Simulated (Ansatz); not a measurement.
# AlNH2 (quintet): wave-function methods side by side, cc-pVTZ

How much of the correlation energy of AlNH2 (quintet) does each wave-function method recover here?

The runs use Ansatz 0.2.0, Gaussian basis; cc-pVTZ, correlated electrons: outside noble gas.

To be run: UHF; CCSD(T) on ROHF; CCSD(T) on UHF; BCCD(T) on ROHF; CCSDT(Q) on ROHF; CCSDT(Q) on UHF.

## (1) The system

The geometry is a PBE0/def2-TZVP stationary point (not a proven minimum) of the parent state, kept for this charge and spin.

4 atoms, charge 0, spin multiplicity 5.

Atoms are counted from 1 here; the program's logs count them from 0.

Bond lengths: Al1–N2 1.771 Å, N2–H3 1.007 Å, N2–H4 1.007 Å. Angles: Al1–N2–H3 124.1°, Al1–N2–H4 124.1°, H3–N2–H4 111.7°.

In the tables R marks a restricted open-shell determinant and U an unrestricted one; correlation energies count from the lowest restricted Hartree-Fock solution.

## (2) UHF

Contents of in.yaml:

```yaml
crystal:
  periodic: [false, false, false]
  atoms:
    - {symbol: Al, position_ang: [0.000000, 0.000000, 0.686473]}
    - {symbol: N, position_ang: [0.000000, 0.000000, -1.084932]}
    - {symbol: H, position_ang: [0.000000, 0.833405, -1.649784]}
    - {symbol: H, position_ang: [0.000000, -0.833405, -1.649784]}
basis:
  gaussian: {orbitals: cc-pVTZ}
magnetization: {spin_polarized: true, initial_magnetization: 4}
hamiltonian: {xc: hf}
output: {orbitals: {seedname: orbitals}}
```

Started as:

```bash
ansatz run in.yaml --threads 1 --pin off --events-out ev --progress --plain --max-ram 2816MiB --backend cpu
```

The runs that follow: CCSD(T) on ROHF; CCSD(T) on UHF; BCCD(T) on ROHF; CCSDT(Q) on ROHF; CCSDT(Q) on UHF.

**Question.** What will the summary of the whole plan be? Wanted: correlation energy, UCCSDT(Q); RMP2 from UCCSDT(Q); UMP2 from UCCSDT(Q); RCCSD from UCCSDT(Q); RCCSD(T) from UCCSDT(Q); UCCSD(T) from UCCSDT(Q); RCCSDT(Q) from UCCSDT(Q); T1 diagnostic.

**Answer**, as computed:

```
                                      quantity                                                   value
                 correlation energy, UCCSDT(Q)                                              -6.4216 eV
                           RMP2 from UCCSDT(Q)                                              +813.5 meV
                           UMP2 from UCCSDT(Q)                                              +827.0 meV
                          RCCSD from UCCSDT(Q)                                              +203.7 meV
                       RCCSD(T) from UCCSDT(Q)                                               +25.3 meV
                       UCCSD(T) from UCCSDT(Q)                                               +22.7 meV
                      RCCSDT(Q) from UCCSDT(Q)                                                +3.3 meV
levels of the table within 1 kcal/mol (43 meV)  RCCSD(T), UCCSD(T), BCCD(T), RCCSDT, UCCSDT, RCCSDT(Q)
                                 T1 diagnostic                                                   0.014
```

In words: RCCSD(T) lands +25.3 meV from the yardstick (0.4 % of the correlation energy). These misses are within one basis, not against nature; the frozen cores of restricted and unrestricted runs differ, which can shift their rows.
